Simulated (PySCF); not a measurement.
# How methods differ on the electron affinity of Cl

Cl⁻ [Ar] (1S) → Cl [Ne] 3s2 3p5 (2P), as a difference of total energies. All numbers are calculated (PySCF 2.14, no relativity, point nucleus, in aug-cc-pwCVDZ (6s5p3d, 36 functions)). Correlated levels: nothing frozen. The calculations carry no spin-orbit coupling.

Question: Order these methods by the electron affinity they give, lowest first.
A. UHF
B. SCS-MP2 (all electrons)
C. CCSD (all electrons)
D. MP2 (all electrons)

Answer: A (2.461 eV), C (3.361 eV), B (3.464 eV), D (3.563 eV).

A first-order spin-orbit estimate (lowest level to lowest level, LS coupling) adds -0.034 eV.

Errors of the correlated levels include the incompleteness of this basis.

For comparison: 3.613 eV (measured; photodetachment measurements, as compiled on the Wikipedia data page of electron affinities).
